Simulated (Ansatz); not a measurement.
The input, for Ansatz 0.2.0:

```yaml
crystal:
  periodic: [false, false, false]
  atoms:
    - {symbol: Sn, position_ang: [0.000046, 0.000005, -0.014048]}
    - {symbol: H, position_ang: [1.617032, 0.013522, 0.556831]}
    - {symbol: H, position_ang: [-0.823095, 1.394937, 0.549273]}
    - {symbol: H, position_ang: [-0.799363, -1.408992, 0.548448]}
basis:
  gaussian: {orbitals: def2-SVP}
magnetization: {spin_polarized: true, initial_magnetization: 1}
hamiltonian: {xc: {name: r2SCAN}}
```

```sh
$ ansatz run in.yaml --threads 1 --pin off --events-out ev --progress --plain --max-ram 4096MiB --backend cpu
```

The program prints:

```
465 factors; their error is unknown
mean field evaluation 1: about -5880.2318 eV, gradient 6.8e0 eV
mean field evaluation 2: about -5880.4706 eV, gradient 4.3e0 eV
mean field evaluation 4: about -5880.6116 eV, gradient 1.5e-1 eV
mean field evaluation 8: about -5880.6076 eV, gradient 1.4e-2 eV
mean field -5880.60756086 eV, -216.1083418425 hartree, gradient 5.5e-5 eV, S^2 0.752121; 0 other end points of the search recorded, 0 dependent functions left out
reference -5880.60757312 eV, -216.1083422931 hartree; 13, 12 occupied and 28, 29 virtual orbitals, 465 factors
Total energy: -5880.60757312 eV, -216.1083422931 hartree
```

Ran on 1 thread of AMD EPYC 7R13, shared host: 1.4 s wall, 0.18 GiB peak host memory.
